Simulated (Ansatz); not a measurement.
# C₂H₄B−: one structure at several levels

An exercise on one series of results from a longer session: the logs are not shown, and one member is left open.

Program: Ansatz 0.2.0, Gaussian basis. Level of theory: single points in def2-TZVPPD. These are calculated values, not measurements.

Correlated methods freeze the cores.

## Where the work starts

7 atoms, charge -1, spin multiplicity 1.

Atoms are counted from 1 here; the program's logs count them from 0.

Bond lengths: B1–C2 1.446 Å, B1–H4 1.147 Å, B1–H5 1.260 Å, C2–C3 1.261 Å, C3–H6 1.255 Å, C3–H7 1.255 Å. Angles: C2–B1–H4 113.3°, C2–B1–H5 123.6°, H4–B1–H5 122.8°, B1–C2–C3 174.9°, C2–C3–H6 131.2°, C2–C3–H7 122.7°, H6–C3–H7 105.6°.

Coordinates:

```xyz
7
charge -1, multiplicity 1
B    -1.0562    0.4762   -0.7536
C     0.0238   -0.0776    0.0317
C     1.0041   -0.4555    0.7284
H    -1.9933   -0.1847   -0.7656
H    -0.9468    1.5175   -1.4542
H     1.8938   -1.3121    0.5082
H     1.1681   -0.0972    1.9200
```

Set-up of the first run:

File run/in.yaml:

```yaml
crystal:
  periodic: [false, false, false]
  atoms:
    - {symbol: B, position_ang: [-1.056200, 0.476200, -0.753600]}
    - {symbol: C, position_ang: [0.023800, -0.077600, 0.031700]}
    - {symbol: C, position_ang: [1.004100, -0.455500, 0.728400]}
    - {symbol: H, position_ang: [-1.993300, -0.184700, -0.765600]}
    - {symbol: H, position_ang: [-0.946800, 1.517500, -1.454200]}
    - {symbol: H, position_ang: [1.893800, -1.312100, 0.508200]}
    - {symbol: H, position_ang: [1.168100, -0.097200, 1.920000]}
basis:
  gaussian: {orbitals: "def2-TZVPPD.json"}
total_charge: -1
correlation: {method: ccsd_t}
output: {forces: true}
```

The basis file named in the input lies beside it (Basis Set Exchange, JSON).

No record of the launch command was kept for these runs.

Steps of the session up to this table: CCSD(T)/def2-TZVPPD; PBE0-D4/def2-TZVPPD; wB97M-V/def2-TZVPPD; r2SCAN-D4/def2-TZVPPD; PBE-D4/def2-TZVPPD; BHLYP-D4/def2-TZVPPD; BLYP-D4/def2-TZVPPD.

One of the session's tables, all rows but one given; the rest of the session is left out.

```
   method  RMS force component (eV/Å)  angle to CCSD(T) forces (°)
  CCSD(T)                       2.236                    reference
  PBE0-D4                       2.054                          5.1
  wB97M-V                       2.119                          4.4
r2SCAN-D4                       2.008                          4.7
   PBE-D4                       2.019                          3.8
 BHLYP-D4                       2.048                          8.0
  BLYP-D4                           ?                            ?
```

Estimate the missing values for BLYP-D4.

As computed: RMS force component (eV/Å): 1.960; angle to CCSD(T) forces (°): 3.3. In the column «RMS force component (eV/Å)» it is the lowest.

Limits of these values: The anion's highest level is positive in at least one run, so there the basis alone may hold the extra electron.
